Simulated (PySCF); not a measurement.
Ionisation energies (eV) were calculated with PySCF 2.14 by LDA, UHF, PBE, in another order, as differences of total energies without spin-orbit coupling. The measured values are between term centres (NIST).

```csv
species,measured,A,B,C
"F⁺ (aug-cc-pwCVTZ, non-relativistic)",34.950,33.374,35.422,35.263
"Al⁺ (aug-cc-pCVTZ-DK, spin-free X2C)",18.829,17.551,18.789,18.923
"Si (aug-cc-pwCVTZ, non-relativistic)",8.157,7.638,8.199,8.235
"Sc (aug-cc-pwCVTZ-DK, spin-free X2C)",6.562,5.388,6.528,6.681
"Kr (aug-cc-pwCVTZ-PP with ECP10MDF, ECP)",14.222,13.043,13.994,14.288
"Zr (aug-cc-pwCVTZ-PP with ECP28MDF, ECP)",6.639,5.181,6.423,6.721
"Cd⁺ (aug-cc-pwCVTZ-PP with ECP28MDF, ECP)",16.908,15.567,17.441,17.822
"Os (aug-cc-pwCVTZ-PP with ECP60MDF, ECP)",8.473,6.516,8.304,8.764
```

Problem. Which column is which method?

Solution. A is UHF (mean error -1.31 eV); B is PBE (mean error 0.05 eV); C is LDA (mean error 0.24 eV). Hartree-Fock lacks the correlation of the electron removed and comes out lowest. PBE, with gradient corrections, lies close to experiment on average, with errors of both signs. LDA overbinds the outer electron and comes out highest.
